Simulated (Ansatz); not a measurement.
Input file for Ansatz (an electronic-structure program): U-CCSD(T)/aug-cc-pVDZ on HFHts, 2S+1 = 2.

Ansatz 0.2 input:
```yaml
crystal:
  periodic: [false, false, false]
  atoms:
    - {symbol: H, position_ang: [0.00000000, 0.00000000, 1.13721700]}
    - {symbol: F, position_ang: [0.00000000, 0.00000000, 0.00000000]}
    - {symbol: H, position_ang: [0.00000000, 0.00000000, -1.13721700]}
basis:
  gaussian:
    orbitals: aug-cc-pVDZ
magnetization: {spin_polarized: true, initial_magnetization: 1}
correlation: {method: ccsd_t, electrons: outside_noble_gas}
scf: {omitted_lower_state_checks: [cluster_reference]}
```

It printed:

```
WARN ansatz: RAYON_NUM_THREADS=2 ignored (pool sized by the plan → 2); use --threads N
Functional definition: HF
these checks for a lower state are left out or cut short: cluster_reference
integrals: 0.01 GiB planned
379 factors; integrals over basis functions are off by at most 7.6e-4 eV
mean field: 0.06 GiB planned
mean field evaluation 1: about -2732.1404 eV, gradient 1.2e1 eV
mean field evaluation 2: about -2732.1412 eV, gradient 1.2e1 eV
mean field evaluation 4: about -2732.9485 eV, gradient 2.5e0 eV
mean field evaluation 8: about -2733.1045 eV, gradient 7.8e-4 eV
mean field -2733.10450694 eV, -100.4397380652 hartree, gradient 1.3e-6 eV, S^2 0.794270; 0 other end points of the search recorded, 0 dependent functions left out
1 core orbitals not correlated
reference -2733.10450694 eV, -100.4397380652 hartree; 5, 4 occupied and 35, 36 virtual orbitals, 379 factors
second order -6.52131048 eV of doubles, -0.00000000 eV of singles
coupled cluster: 0.10 GiB planned
cycle   1  -6.49736279 eV  change    2.4e-2 eV  update   6.4e-2
cycle   2  -6.67471649 eV  change   -1.8e-1 eV  update   2.4e-2
cycle   3  -6.75236344 eV  change   -7.8e-2 eV  update   1.4e-2
cycle   4  -6.74907339 eV  change    3.3e-3 eV  update   3.6e-3
cycle   5  -6.74961803 eV  change   -5.4e-4 eV  update   1.2e-3
cycle   6  -6.75011097 eV  change   -4.9e-4 eV  update   3.4e-4
cycle   7  -6.75017818 eV  change   -6.7e-5 eV  update   9.4e-5
cycle   8  -6.75021025 eV  change   -3.2e-5 eV  update   2.7e-5
cycle   9  -6.75021593 eV  change   -5.7e-6 eV  update   7.9e-6
perturbative correction -0.16203269 eV, -0.0059545917 hartree
Total energy: -2740.01675556 eV, -100.6937585167 hartree
Checks for a lower state left out: cluster_reference
```

Self-consistency was reached.

Cost: around 2.2 core-seconds (rough).
